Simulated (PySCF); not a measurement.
Compound: C5H9S (doublet state).
Cartesian coordinates in Å at the GFN2-xTB level; atoms count from 1:
```
atom  x, y, z in Å
C1     2.2806    1.0182   -0.7018
C2     1.5664    0.3428    0.1381
C3     0.8336   -0.9077    0.3023
C4    -0.6096   -0.6747    0.7725
C5    -1.3902    0.1301   -0.2528
S6    -3.1286    0.3860    0.2453
H7     2.6997    1.9835   -0.4567
H8     2.5251    0.6734   -1.7107
H9     1.3499   -1.5251    1.0435
H10    0.8131   -1.4694   -0.6455
H11   -1.1009   -1.6367    0.9315
H12   -0.5967   -0.1389    1.7247
H13   -0.9340    1.1062   -0.4177
H14   -1.4490   -0.3990   -1.2040
H15   -2.8638    1.1193    1.3244
```

The hyperfine couplings belong to this conformer and change with its torsions.

Identity: `C=[C]CCCS` [radical].

Computed with PySCF, UKS B3LYP, pcH-1 on C H S, non-relativistic, mean-field spin-orbit, GIAO. The structure is a single GFN2-xTB conformer in the gas phase; no vibrational or solvent corrections. A GFN2-xTB geometry isn't a minimum of the functional, and hyperfine couplings can be far from their values at a DFT geometry. Stability of the SCF solution: not tested.

(1) Match the computed a_iso(13C) values +265.1, +20.2, +17.8, -2.9 MHz with the sites C1; C2; C3; C4.

Answers

(1) 
```
site  a_iso (MHz)  ρ(0) (bohr⁻³)                 position  distance from C2 (Å)  spin population  largest |T| (MHz)
  C1         -2.9        -0.0026           1 bond from C2                  1.29            -0.16               17.4
  C2       +265.1        +0.2360  largest spin population                  0.00            +0.98              142.3
  C3        +17.8        +0.0158           1 bond from C2                  1.46            -0.05                9.1
  C4        +20.2        +0.0180          2 bonds from C2                  2.48            +0.01                3.5
```

ρ(0) is the spin density at the nucleus and T the dipolar tensor; a_iso includes a spin–orbit part; entries for several nuclei are means. Largest spin populations (Mulliken): C2 (+0.98), C1 (-0.16), H8 (+0.09) and H10 (+0.07). C2 is the only atom above +0.15.

Examples of negative spin density at the nucleus (bohr⁻³): C1 (-0.0026).

Nuclei that the bonding pattern makes equivalent are averaged, as if the motion that swaps them (rotation, inversion, ring flip) were fast. The 1H value of +72.3 MHz is a mean of couplings from 17.9 to 126.7 MHz in this one geometry, not an average over conformers.
